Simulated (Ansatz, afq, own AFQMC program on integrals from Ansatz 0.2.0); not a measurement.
Where AFQMC and coupled cluster stand for CuCH3, singlet

```xyz
5

Cu   -0.3772    0.0029    0.0023
C     1.5236   -0.0118   -0.0094
H     1.8662   -1.0479   -0.0064
H     1.8836    0.5067    0.8809
H     1.8726    0.4978   -0.9091
```

Connectivity, by distances: Cu–CH3.

Basis def2-TZVP. Only valence electrons are correlated. AFQMC by an in-house program on the Cholesky factors that Ansatz 0.2.0 writes for its CCSD(T) run. The CISD trial takes its coefficients from CCSD amplitudes. Released means that phaseless walkers are propagated on without the constraint, phases kept. Free projection: walkers drawn from exp(T), propagated without any constraint. Its projection time is finite, and what remains of the start isn't in its error. ± is one standard error of the sampling. The metal's outer-core s and p shells are frozen, which shifts wave-function levels against functionals.

Determinant: RHF, the one that the program's search chose, which needn't be the lowest solution. The geometry is a PBE0/def2-TZVP stationary point of this or a neighbouring charge and spin state.

No full CI on the walks' own integrals is used here; CCSDT(Q) serves as the reference and is uncertain by about the last step of the cluster series.

Cautions: no relativity below Rb; outer-core shells of the metal frozen.

```
T1 diagnostic                               : 0.0330
weight of the determinant in the CISD state : 0.837
size of the correlated space                : 18 electrons in 84 orbitals
```

| level | correlation energy (eV) |
| --- | --- |
| MP2 | -17.0175 |
| CCSD | -15.7523 |
| CCSD(T) | -16.3820 |

Q: Estimate where phaseless AFQMC with the Hartree–Fock trial lies against CCSD(T) on the same integrals.

A: 39.0 ± 3.4 kJ/mol below CCSD(T).

Reference: CCSDT(Q), correlation energy -16.401 eV. The released energy is read at 0.99 1/Eh, later times being too noisy (meV from the phaseless value at times in 1/Eh: -13 ± 8 at 0.24, 5 ± 8 at 0.51, 0 ± 13 at 0.99, -6 ± 22 at 1.50).

```
         level  E − E(reference) (kJ/mol)  share of correlation (%)
       CCSD(T)                        1.9                     99.88
         CCSDT                        1.4                     99.91
   ph-AFQMC/HF                -37.2 ± 3.4                    102.35
 ph-AFQMC/CISD                 -0.8 ± 0.8                    100.05
released AFQMC                 -0.8 ± 1.3                    100.05
    free AFQMC                  2.2 ± 2.9                     99.86
```

Free projections are given only where their last times agree within the noise and don't stop above the reference; a slow remainder of the start can still hide under it. A walk keeps the symmetry of its determinant, which the program's search chose and which needn't be the lowest solution, so a lower state of the same spin and another symmetry isn't excluded. Released energies are given only where the last usable release times agree within the noise; a slower fall can still hide under it.
